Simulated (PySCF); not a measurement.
# Sound and unsound settings

Molecule: `[NH+](CC=C)(C)C`, [C5H12N]+; geometry GFN2-xTB.

Bonds (- single, = double, # triple, : aromatic): C1=C2, C2-C3, C3-N4, N4-C5, N4-C6. C1 carries H7, H8; C2 carries H9; C3 carries H10, H11; N4 carries H12; C5 carries H13, H14, H15; C6 carries H16, H17, H18. Formal charges: N4 +1.

Total charge +1. H8 is cis to C3; H7 is trans to C3.

All runs: PySCF 2.14, non-relativistic, gas phase unless a solvent (IEF-PCM) is named; grid level 2, GIAOs and SCF threshold 1e-9 unless changed. The yardstick, PBE0/pcSseg-1, gives these isotropic shieldings σ (ppm, equivalent atoms averaged): C2 53.1, C5/C6 141.9, N4 206.7, H9 25.29, H8 26.23, H12 26.76, H10/H11 27.74.

**Question.** What do these inputs give? (1) PBE0/pcSseg-1; damp 2.0; max_cycle 53; (2) WP04/STO-3G; grid level 4; (3) solvent acetonitrile; revPBE/pcSseg-1; guess huckel

**Answer.** 
```tsv
run	outcome	functions	wall time	C2	C5/C6	N4	H9	H8	H12	H10/H11
1	converged	162	28 s	53.1	141.9	206.7	25.29	26.23	26.76	27.74
2	converged	42	8.4 s	129.2	183.5	267.5	26.63	27.94	27.90	28.95
3	converged	162	18 s	47.6	138.0	196.6	25.38	26.17	25.99	27.64
```

Times are on 1 thread of an Arm Neoverse V2, shared host.

**Question.** Comment on the technical settings and failures.

**Answer.** 
- Run 1: The damping, cycle limit change the path of the SCF (23 cycles), not the solution, provided the same state is reached.
- Run 2: The functional and orbital basis differ from the yardstick's, which in itself moves the values. With 42 functions the basis is far too small for magnetic properties.
- Run 3: The functional and medium differ from the yardstick's, which in itself moves the values. The starting guess changes the path of the SCF (12 cycles), not the solution, provided the same state is reached.

Run 2 was set up unsoundly or failed; its numbers aren't to be quoted as properties of the molecule.
